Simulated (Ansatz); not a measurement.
Species: C₃H₆Cl, charge -1, multiplicity 1. It need not be the lowest isomer of its formula. Whether it binds its extra electron was not tested at this geometry. SMILES: [CH-](Cl)CC
Coordinates optimised at B3LYP-D3(BJ)/def2-TZVP (Ansatz, a program for electronic structure):
```xyz
10

C      0.9005    -0.5667     0.0371
C      2.3918    -0.2107     0.0279
C      0.0846     0.7136     0.1306
H      0.6968    -1.1999     0.9101
H      0.6936    -1.2064    -0.8473
H      3.0262    -1.1047    -0.0002
Cl    -1.7722     0.1125    -0.0263
H      2.6394     0.3990    -0.8480
H      2.6461     0.3770     0.9140
H      0.1647     1.2054    -0.8548
```
Charge -1, spin multiplicity 1.

Parts of the frozen-core correlation energy in 6-31G (Ansatz, hartree). Frozen orbitals: 8; correlated occupied orbitals by spin: 13 and 13; virtual: 31 and 31. Spin-orbit coupling is left out. Non-relativistic.

```
term                            value
-------------------------  ----------
reference (HF)             -576.43518
MP2 opposite-spin            -0.24412
MP2 same-spin              (withheld)
CCSD correlation           (withheld)
(T)                        (withheld)
T1 diagnostic                   0.011
largest doubles amplitude       0.028
```

Complete the blanks.


- MP2 same-spin, value: -0.06629
- CCSD correlation, value: -0.35500
- (T), value: -0.00873
